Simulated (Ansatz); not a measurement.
A made-up structure of C2H3Si, doublet:

C1  (0.275, -2.203, 1.278)
Si2  (0.176, -1.262, -0.115)
C3  (-0.076, 0.596, -0.272)
H4  (-0.987, 0.804, -0.834)
H5  (0.774, 1.047, -0.787)
H6  (0.540, -2.269, 2.302)
(Å)

It is relaxed with PBE-D4/def2-SVP and then PBE0-D4/def2-TZVP (Ansatz 0.2.0). Atoms count as bonded within 1.22 times the sum of their covalent radii (H–H: 0.88 Å). The end point is not checked to be a true minimum.

Task: Does its bonding change? (A judgement: the text doesn't fix the answer.)

Result: By the calculation: No: no bond forms or breaks.

Where it ends: The first stage lowers the energy by 0.92 eV in 7 steps. It ends as C₂H₃Si ([CH][Si][CH2]):
C1  (0.102, -1.990, 1.460)
Si2  (0.618, -0.797, 0.400)
C3  (-0.002, 0.492, -0.583)
H4  (-1.064, 0.708, -0.616)
H5  (0.650, 1.109, -1.186)
H6  (0.397, -2.809, 2.098)
(Å)

Labels in which every atom is bracketed show which atoms are joined, not bond orders.

For scale, one of the runs: PBE0-D4/def2-TZVP relaxation, 117 basis functions, launched by `ansatz run in.yaml --threads 2 --pin off --events-out ev --progress --plain --max-ram 4352MiB`. Hardware: 2 CPU threads of an Arm Neoverse V2, shared host. Wall time about 19 s.
